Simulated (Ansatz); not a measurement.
# SiHCl (triplet): the correlation ladder, def2-TZVPP

One table from this session's results is given with a row withheld; the runs are named, their logs left out.

Method: def2-TZVPP, core rule «outside noble gas», up to 10 orbitals frozen; program: Ansatz 0.2.0, Gaussian basis.

The runs, in order: UHF; ROHF; CCSD(T) on UHF.

2 further runs of the same task are left out: 2 set aside as unsound or not needed.

## The geometry

The geometry is a PBE0/def2-TZVP stationary point (not a proven minimum) of the parent state, kept for this charge and spin.

3 atoms, charge 0, spin multiplicity 3.

Atoms are counted from 1 here; the program's logs count them from 0.

Bond lengths: Si1–Cl2 2.077 Å, Si1–H3 1.529 Å. Angles: Cl2–Si1–H3 94.7°.

Set-up of the first run:

The input, in.yaml:

```yaml
crystal:
  periodic: [false, false, false]
  atoms:
    - {symbol: Si, position_ang: [0.000000, -0.089026, 1.135803]}
    - {symbol: Cl, position_ang: [0.000000, 0.030004, -0.938114]}
    - {symbol: H, position_ang: [0.000000, 1.425266, 1.348629]}
basis:
  gaussian: {orbitals: def2-TZVPP}
magnetization: {spin_polarized: true, initial_magnetization: 2}
hamiltonian: {xc: hf}
output: {orbitals: {seedname: orbitals}}
```

Started as:

```bash
$ ansatz run in.yaml --threads 1 --pin off --events-out ev --progress --plain --max-ram 4096MiB --backend cpu
```

Steps of the session up to this table: UHF; ROHF; CCSD(T) on UHF.

One of the session's tables, all rows but one given; the rest of the session is left out.

It belongs to the step «Misses and costs». 

| method | from UCCSD(T) (meV) |
| --- | --- |
| ROHF | +8585.4 |
| UHF | +8518.0 |
| UMP2 | +1204.5 |
| UCCSD | ? |
| UCCSD(T) | 0 |

Estimate the missing values for UCCSD.

As computed: from UCCSD(T) (meV): +354.3. In the column «from UCCSD(T) (meV)» it lies between UCCSD(T) (0) and UMP2 (+1204.5).
